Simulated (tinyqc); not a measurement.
Inside a calculation. Method: CIS on RHF in the sto-3g basis, frozen core, for H2O, spin multiplicity 1. One step of it, computed by the program tinyqc.

Question. CIS matrix, triplets. A(ia,jb) = (e_a - e_i) d_ij d_ab - (ij|ab).

orbital energies (hartree): MO1 -20.251941, MO2 -1.254687, MO3 -0.591119, MO4 -0.456698, MO5 -0.392114, MO6 0.560920, MO7 0.699902

Two-electron integrals over orbitals (pq|rs), unique and non-zero (hartree); the lowest 1 orbital is frozen and left out:
```
(22|22) 0.727654    (32|22) 0.010810    (32|32) 0.140140    (33|22) 0.639076
(33|32) -0.004603   (33|33) 0.624804    (42|22) -0.003524   (42|32) 0.002014
(42|33) 0.005002    (42|42) 0.125118    (43|22) 0.009722    (43|32) 0.020850
(43|33) 0.005839    (43|42) -0.012425   (43|43) 0.051136    (44|22) 0.668379
(44|32) -0.011004   (44|33) 0.590786    (44|42) -0.100411   (44|43) 0.013536
(44|44) 0.753738    (52|52) 0.145497    (53|52) -0.006570   (53|53) 0.028775
(54|52) -0.047010   (54|53) 0.003894    (54|54) 0.054002    (55|22) 0.748466
(55|32) -0.005760   (55|33) 0.624444    (55|42) -0.073457   (55|43) 0.015384
(55|44) 0.715313    (55|55) 0.880159    (62|22) -0.131142   (62|32) 0.016827
(62|33) -0.072575   (62|42) -0.024559   (62|43) -0.010403   (62|44) -0.071504
(62|55) -0.143667   (62|62) 0.095117    (63|22) 0.049474    (63|32) 0.031185
(63|33) 0.031192    (63|42) -0.022401   (63|43) 0.032060    (63|44) 0.039856
(63|55) 0.061010    (63|62) -0.029857   (63|63) 0.076657    (64|22) -0.104332
(64|32) -0.022120   (64|33) -0.045057   (64|42) 0.041747    (64|43) -0.012190
(64|44) -0.123862   (64|55) -0.126361   (64|62) 0.053201    (64|63) -0.043026
(64|64) 0.084559    (65|52) -0.052816   (65|53) 0.009264    (65|54) -0.001187
(65|65) 0.035840    (66|22) 0.606888    (66|32) -0.050335   (66|33) 0.570240
(66|42) 0.050070    (66|43) -0.030319   (66|44) 0.558155    (66|55) 0.589774
(66|62) -0.089570   (66|63) -0.017951   (66|64) -0.032190   (66|66) 0.627331
(72|22) -0.051517   (72|32) -0.039509   (72|33) -0.020092   (72|42) 0.000672
(72|43) 0.031846    (72|44) -0.035372   (72|55) -0.056166   (72|62) 0.013701
(72|63) 0.023433    (72|64) 0.024121    (72|66) -0.036494   (72|72) 0.068964
(73|22) -0.132996   (73|32) 0.022860    (73|33) -0.085628   (73|42) 0.074823
(73|43) -0.002158   (73|44) -0.146006   (73|55) -0.181667   (73|62) 0.063193
(73|63) -0.023987   (73|64) 0.074924    (73|66) -0.053293   (73|72) 0.035260
(73|73) 0.147323    (74|22) -0.014547   (74|32) 0.073044    (74|33) -0.012958
(74|42) 0.002083    (74|43) -0.000023   (74|44) -0.026918   (74|55) -0.023475
(74|62) 0.020024    (74|63) 0.034987    (74|64) -0.006476   (74|66) -0.042381
(74|72) -0.009738   (74|73) 0.031751    (74|74) 0.065975    (75|52) -0.020079
(75|53) -0.021699   (75|54) 0.002187    (75|65) 0.004235    (75|75) 0.025821
(76|22) 0.007007    (76|32) 0.076203    (76|33) -0.009547   (76|42) 0.017469
(76|43) 0.040924    (76|44) -0.018135   (76|55) -0.005136   (76|62) -0.009769
(76|63) 0.043521    (76|64) -0.019919   (76|66) -0.044011   (76|72) 0.006437
(76|73) 0.030313    (76|74) 0.042472    (76|76) 0.080923    (77|22) 0.624573
(77|32) 0.058369    (77|33) 0.600314    (77|42) -0.009448   (77|43) 0.032932
(77|44) 0.589771    (77|55) 0.617764    (77|62) -0.064526   (77|63) 0.062493
(77|64) -0.058310   (77|66) 0.531544    (77|72) -0.020609   (77|73) -0.068466
(77|74) 0.026321    (77|76) 0.044046    (77|77) 0.645042
```

Give: CIS matrix A, triplet.

Answer.

CIS matrix A, triplet (hartree):
```
        2>6     2>7     3>6     3>7     4>6     4>7    5>6    5>7
2>6   1.209  -0.007   0.050  -0.076  -0.050  -0.017  0.000  0.000
2>7  -0.007   1.330  -0.076  -0.058  -0.017   0.009  0.000  0.000
3>6   0.050  -0.076   0.582   0.010   0.030  -0.041  0.000  0.000
3>7  -0.076  -0.058   0.010   0.691  -0.041  -0.033  0.000  0.000
4>6  -0.050  -0.017   0.030  -0.041   0.459   0.018  0.000  0.000
4>7  -0.017   0.009  -0.041  -0.033   0.018   0.567  0.000  0.000
5>6   0.000   0.000   0.000   0.000   0.000   0.000  0.363  0.005
5>7   0.000   0.000   0.000   0.000   0.000   0.000  0.005  0.474
```
